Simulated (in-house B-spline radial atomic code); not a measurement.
The numbers below are computed, except where a source is named.
Extrapolating the RPA correlation energy in partial waves: neutral krypton

All-electron RPA on PBE orbitals from a B-spline radial code for spherical atoms, scalar-relativistic (spin-free one-electron X2C), finite nucleus, configuration [Ar] 3d10 4s2 4p6. With empty states up to angular momentum L the sums are:

```
L  E_c(L) (hartree)
4         -2.335574
5         -2.478545
6         -2.547902
7         -2.584410
8         -2.604507
9         -2.616445
```

For large l each further wave adds A/(l + 1/2)⁴, because the basis must build the cusp where two electrons meet.

Problem. Estimate the limit from L = 8 and L = 9.

Solution. Wave 9 adds -0.011938, against a sum of (l + 1/2)⁻⁴ of 1.22774e-04, so A = -97.236. The sum over l > 9 is ζ(4, 10.5) = 3.3168e-04, close to 1/(3 × 10³) = 3.3333e-04. The tail is -0.032251 and the limit -2.64870 hartree.

Problem. How good is the estimate?

Solution. A run to L = 11 sums to -2.62889 and extrapolates to -2.64551 hartree, 1.20 millihartree from the run before, so it has not settled and is itself too deep. The estimate differs from that by -3.19 millihartree, while the bare sum at L = 9 misses 29.1 millihartree (1.1 %).
